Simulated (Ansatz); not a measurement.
## What a trial cell of Pb relaxes into

Theory: DFT r2SCAN, scalar-relativistic, plane waves, PAW (Ansatz 0.2.0). Cutoff 500 eV, Γ-centred k mesh, Gaussian smearing, no spin polarisation in the final step.

A relaxed cell is given with its space group left out.

```xyz
8
Lattice="6.3448 0.0000 0.0000 0.0000 6.3448 0.0000 0.0000 0.0000 6.3448" Properties=species:S:1:pos:R:3 pbc="T T T"
Pb    3.1724    3.1724    3.1724
Pb    0.0000    0.0000    0.0000
Pb    1.5862    0.0000    3.1724
Pb    3.1724    1.5862    0.0000
Pb    3.1724    4.7586    0.0000
Pb    4.7586    0.0000    3.1724
Pb    0.0000    3.1724    4.7586
Pb    0.0000    3.1724    1.5862
```

Energies count from the standard state of Pb at the same level.

(1) What space group does it have?

(2) How far above the standard state of Pb does it lie?

(3) Is it a metal?

## Answers

(1) Pm-3n (No. 223). Conventional cell: a = 6.345 Å. Pb on Wyckoff site a (2 atoms of the primitive cell) is coordinated by 12 Pb at 3.55 Å; Pb on Wyckoff site c (6 atoms of the primitive cell) has 2 Pb at 3.17 Å, 4 Pb at 3.55 Å and 8 Pb at 3.89 Å.

(2) 0.07 eV/atom.

(3) Yes, bands cross the Fermi level on the 6×6×6 mesh.

The final run used a 6×6×6 mesh on its 8-atom cell and 0.10 eV smearing. For metals, differences of a few meV/atom aren't resolved. Spin–orbit coupling is left out. The cell came from a trial start, so Pb may not exist in this structure.